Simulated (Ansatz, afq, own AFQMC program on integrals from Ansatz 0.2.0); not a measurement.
# SiH₂, singlet: a scan with AFQMC

```
atom   x (Å)    y (Å)    z (Å)
  Si  0.0000  -0.0715   0.0000
   H  0.0000   0.9958  -1.0900
   H  0.0000   0.9958   1.0900
```

All coordinates are scaled about the centre. Energies in kJ/mol count from this geometry (1.000) at the same level; the start stands on RHF, each point on the determinant named.

Basis cc-pVDZ. Noble-gas cores (and the filled d shells of Ga–Kr and In–Xe) are frozen. AFQMC by an in-house program on the Cholesky factors that Ansatz 0.2.0 writes for its CCSD(T) run. ph-AFQMC/CISD is guided by a CISD state made of CCSD amplitudes; releasing the constraint for a short imaginary time cuts its bias at the price of noise, slowly where states lie close. ± is one standard error of the sampling.

Cautions, each for one point or more: CCSDTQ on the RHF determinant differs, and it is the one that meets full CI; CCSDTQ on the RHF determinant differs, by its state or its frozen core; cluster runs in doubt by the program's own checks; higher spins were not checked; raised T1 diagnostic; restricted determinant unstable towards unrestricted; strong correlation; the next higher spin lies close; the ph-AFQMC/CISD walk drifts between its halves; unrestricted determinant spin contaminated; walk and cluster series may follow different spin states.

```json
{"scale of all distances": "0.876", "det.": "RHF", "T1": "0.013", "weight": "0.92", "⟨S²⟩": "pure", "CCSD(T)": "76.6", "ph-AFQMC/CISD": "77.0 ± 0.2", "released AFQMC": "76.9 ± 0.2", "FCI": "76.8", "CCSDT(Q)": "76.8", "r2SCAN": "76.5§", "B3LYP": "79.0"}
{"scale of all distances": "1.137", "det.": "RHF", "T1": "0.016", "weight": "0.90", "⟨S²⟩": "pure", "CCSD(T)": "44.2", "ph-AFQMC/CISD": "44.2 ± 0.2", "released AFQMC": "43.7 ± 0.2", "FCI": "43.9", "CCSDT(Q)": "43.9", "r2SCAN": "41.9", "B3LYP": "39.6"}
{"scale of all distances": "1.317", "det.": "RHF", "T1": "0.023", "weight": "0.87", "⟨S²⟩": "pure", "CCSD(T)": "172.7", "ph-AFQMC/CISD": "172.5 ± 0.3", "released AFQMC": "171.9 ± 0.2", "FCI": "171.6", "CCSDT(Q)": "171.5", "r2SCAN": "169.4", "B3LYP": "165.7"}
{"scale of all distances": "1.528", "det.": "RHF", "T1": "0.037", "weight": "0.82", "⟨S²⟩": "pure", "CCSD(T)": "327.9", "ph-AFQMC/CISD": "329.5 ± 0.5", "released AFQMC": "–", "FCI": "325.8", "CCSDT(Q)": "325.5", "r2SCAN": "337.1", "B3LYP": "332.9"}
{"scale of all distances": "1.744", "det.": "RHF", "T1": "0.057", "weight": "0.72", "⟨S²⟩": "pure", "CCSD(T)": "447.4", "ph-AFQMC/CISD": "456.8 ± 0.8", "released AFQMC": "–", "FCI": "445.9", "CCSDT(Q)": "445.1", "r2SCAN": "466.6§", "B3LYP": "474.8§"}
{"scale of all distances": "1.992", "det.": "UHF‡", "T1": "0.048", "weight": "0.84", "⟨S²⟩": "1.85", "CCSD(T)": "548.9", "ph-AFQMC/CISD": "531.3 ± 0.4", "released AFQMC": "–", "FCI": "528.1", "CCSDT(Q)": "534.2", "r2SCAN": "537.5§", "B3LYP": "557.2§"}
{"scale of all distances": "2.445", "det.": "UHF‡", "T1": "0.011", "weight": "0.93", "⟨S²⟩": "1.98", "CCSD(T)": "582.8", "ph-AFQMC/CISD": "578.1 ± 0.2", "released AFQMC": "–", "FCI": "578.4", "CCSDT(Q)": "580.3", "r2SCAN": "590.3§", "B3LYP": "610.7§"}
```

Weight is that of the determinant in the CISD state; at the start T1 is 0.014 and the weight 0.91. A double dagger marks points where the walks on two determinants ended up to 68.2 kJ/mol apart; the lower is shown. A dash marks a missing value, a released energy that hasn't settled or a functional that sits on another state. § marks a functional whose ⟨S²⟩ is too high by over 0.1 (r2SCAN at the start too). Largest departures from full CI: CCSD(T) 20.9 kJ/mol at 1.992 (on UHF), ph-AFQMC/CISD 10.8 kJ/mol at 1.744 (on RHF), released AFQMC 0.3 kJ/mol at 1.317 (on RHF) (within the noise), CCSDT(Q) 6.1 kJ/mol at 1.992 (on UHF), B3LYP 7.1 kJ/mol at 1.528. Functionals count only at points shown to share the start's state and spin. In this small basis the wave-function levels are far from their limit, so their gap to the functionals isn't the functionals' error.

Some points may be missing: those where a free walk finds a much lower state, and past Zn most of those on another determinant than at the start.

CCSDT and higher add their correlation energy to the determinant of the CCSD(T) run, since their own runs factorise the integrals more tightly (a shift of under 2 meV). A walk keeps the symmetry of its determinant, which the program's search chose and which needn't be the lowest solution, so a lower state of the same spin and another symmetry isn't excluded. Released energies are given only where the last usable release times agree within the noise; a slower fall can still hide under it.
